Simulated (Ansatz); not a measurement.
Chalcopyrite ZnGeP₂ was calculated with PBE in Ansatz (PAW).

Numerical settings: plane-wave cutoff 500 eV, 10×10×10 k mesh, Fermi–Dirac smearing 0.05 eV, scalar-relativistic PAW data made under PBE.

Computed at the level's own relaxed cell.

### Question
Estimate the volume per atom, equilibrium lattice constant a, lattice parameter c and band gap that the calculation returns.

### Answer

- volume per atom: 20.50 Å³/atom
- equilibrium lattice constant a: 5.500 Å
- lattice parameter c: 10.844 Å
- band gap: 1.14 eV (on the SCF k mesh)

Measured, for comparison: band gap 2.05 eV (temperature not stated, not corrected to a static lattice, pseudodirect, our sources range from 1.80 to 2.20; as tabulated in Rashkeev et al. (1999), arXiv:cond-mat/9809378); lattice constant a 5.463 Å, lattice parameter c 10.74 Å (temperature not stated, not corrected to a static lattice; as tabulated in Rashkeev et al. (1999), arXiv:cond-mat/9809378). Computed (rounded) less measured: lattice constant a +0.7 %, lattice parameter c +1.0 %.

Spin–orbit coupling is not included.

Static lattice: no zero-point or thermal effects.

It cost around 6 core-minutes (rough) of CPU time.

Ansatz is an electronic-structure program.
